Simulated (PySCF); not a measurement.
## Molecular orbitals of BO

PBE0 at R = 1.203 Å; PySCF, no relativity, basis sets B def2-TZVP, O def2-TZVP. State: ²Σ⁺ (doublet), unpaired electrons σ ↑. Only the outer orbitals are listed, counted within each symmetry.

```tsv
spin	orbital	occ.	ε (eV)	on B (%)	main shells (%)
α	3σ	1	-28.08	27	69 O s, 13 B s, 12 B p
α	4σ	1	-12.72	26	58 O p, 25 B s, 15 O s
α	1π	1	-10.64	28	71 O p, 26 B p
α	1π	1	-10.64	28	71 O p, 26 B p
α	5σ	1	-9.90	87	47 B s, 40 B p, 11 O p
α	2π	0	-0.47	83	78 B p, 16 O p
α	2π	0	-0.47	83	78 B p, 16 O p
α	6σ	0	2.09	93	86 B s, 10 O s
β	3σ	1	-28.06	26	71 O s, 12 B s, 12 B p
β	4σ	1	-12.31	18	66 O p, 16 O s, 14 B s
β	1π	1	-10.67	23	77 O p, 20 B p
β	1π	1	-10.67	23	77 O p, 20 B p
β	5σ	0	-4.37	95	62 B s, 32 B p
β	2π	0	0.68	91	90 B p, 9 O p
β	2π	0	0.68	91	90 B p, 9 O p
```

Task: Which are the highest filled and the lowest empty level, where do they sit, and how wide is the gap?

Result: Highest filled α 5σ at -9.90 eV (in %: 47 B s, 40 B p, 11 O p); lowest empty β 5σ at -4.37 eV (in %: 62 B s, 32 B p); the gap at PBE0 is 5.53 eV.

* bond order (Mayer): 2.53
* ⟨S²⟩: 0.762
* charge on B (Mulliken, basis-dependent): 0.14
* charge on B (Löwdin, basis-dependent): -0.23
* dipole moment (positive dipole means B(−)O(+)): -2.37 D
* polarisability along the bond: 18.1 bohr³
* polarisability across the bond: 14.2 bohr³

The state was picked by a PBE0 search and need not be the measured ground state.
